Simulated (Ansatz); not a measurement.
Species: HS, SMILES `[SH]` (charge 0, multiplicity 2).

### Question
Give a relaxed geometry from PBE0-D4/def2-TZVP in Ansatz (a program for electronic structure).

### Answer
the end point of this relaxation (outside a Z-matrix the atoms follow the SMILES, hydrogens last).
Z-matrix (Å, degrees):
```
S
H 1 1.3457
```
